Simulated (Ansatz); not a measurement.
Basis-set extrapolation for `C[S]=O` radical (PBE0-D4/def2-TZVP geometry, frozen core, the Gaussian-basis code of Ansatz). Multiplicity 2, UHF reference.

```
                      def2-TZVPP   def2-QZVPP
                 HF  -512.032356  -512.050460
    MP2 correlation    -0.568201    -0.613956
CCSD(T) correlation    -0.624396    -0.667345
```

Energies in hartree. Use E(X) = E(∞) + A·exp(−7.88·√X) for Hartree–Fock and E(X) = E(∞) + B·X^(−2.97) for correlation, with X = 3 and 4.

Question: What is the CCSD(T) energy at the basis-set limit?

Answer: HF limit: -512.050460 + (-0.018104) × 0.13774 = -512.05295. Correlation limit: -0.667345 + (-0.042949) × 0.74074 = -0.69916. Total: -512.75211 hartree, 250.4 kJ/mol below CCSD(T)/def2-TZVPP.
